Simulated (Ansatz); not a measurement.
# AlHO+ (doublet): wave-function methods side by side, cc-pVDZ

Aim: climb from Hartree-Fock through coupled cluster for AlHO+ (doublet) at one geometry and basis, and see what each rung misses.

The runs use Ansatz 0.2.0, Gaussian basis; cc-pVDZ, core rule «outside noble gas», up to 6 orbitals frozen.

To be run: UHF; CCSD(T) on ROHF; CCSD(T) on UHF; BCCD(T) on ROHF; CISD; CCSDT(Q) on ROHF; CCSDT(Q) on UHF; CCSDTQ on ROHF; CCSDTQ on UHF.

10 further runs of the same task are left out: 7 for a known fault of the program, 3 set aside as unsound or not needed.

### 1 What is computed

The geometry is a PBE0/def2-TZVP stationary point (not a proven minimum) of the parent state, kept for this charge and spin.

3 atoms, charge 1, spin multiplicity 2.

Atoms are counted from 1 here; the program's logs count them from 0.

Bond lengths: Al1–O2 1.674 Å, O2–H3 0.950 Å. Angles: Al1–O2–H3 180.0°.

### 2 UHF

Contents of in.yaml:

```yaml
crystal:
  periodic: [false, false, false]
  atoms:
    - {symbol: Al, position_ang: [0.000000, 0.000000, 1.432992]}
    - {symbol: O, position_ang: [0.000000, 0.000000, -0.241478]}
    - {symbol: H, position_ang: [0.000000, 0.000000, -1.191514]}
basis:
  gaussian: {orbitals: cc-pVDZ}
total_charge: 1
magnetization: {spin_polarized: true, initial_magnetization: 1}
hamiltonian: {xc: hf}
output: {orbitals: {seedname: orbitals}}
```

Launch:

```console
> ansatz run in.yaml --threads 1 --pin off --events-out ev --progress --plain --max-ram 2560MiB --backend cpu
```

Further steps of the session: CCSD(T) on ROHF; CCSD(T) on UHF; BCCD(T) on ROHF; CISD; CCSDT(Q) on ROHF; CCSDT(Q) on UHF; CCSDTQ on ROHF; CCSDTQ on UHF.

Q: Predict the results of all the runs planned. Wanted: UCCSDTQ below the RHF energy; RMP2 from UCCSDTQ; UMP2 from UCCSDTQ; RCCSD from UCCSDTQ; RCCSD(T) from UCCSDTQ; UCCSD(T) from UCCSDTQ; RCCSDT(Q) from UCCSDTQ; UCCSDT(Q) from UCCSDTQ; T1 diagnostic.

**Answer**, as computed:

| quantity | value |
| --- | --- |
| UCCSDTQ below the RHF energy | -6.1900 eV |
| RMP2 from UCCSDTQ | +330.5 meV |
| UMP2 from UCCSDTQ | +321.5 meV |
| RCCSD from UCCSDTQ | +180.6 meV |
| RCCSD(T) from UCCSDTQ | +31.6 meV |
| UCCSD(T) from UCCSDTQ | +30.6 meV |
| RCCSDT(Q) from UCCSDTQ | +1.9 meV |
| UCCSDT(Q) from UCCSDTQ | -3.7 meV |
| levels within 1 kcal/mol (43 meV) | RCCSD(T), UCCSD(T), BCCD(T), RCCSDT, UCCSDT, RCCSDT(Q), UCCSDT(Q), RCCSDTQ |
| T1 diagnostic | 0.025 |

**Reading.** RCCSD(T) misses by +31.6 meV, 0.5 % of the correlation energy. These misses are within one basis, not against nature; the frozen cores of restricted and unrestricted runs differ, which can shift their rows.
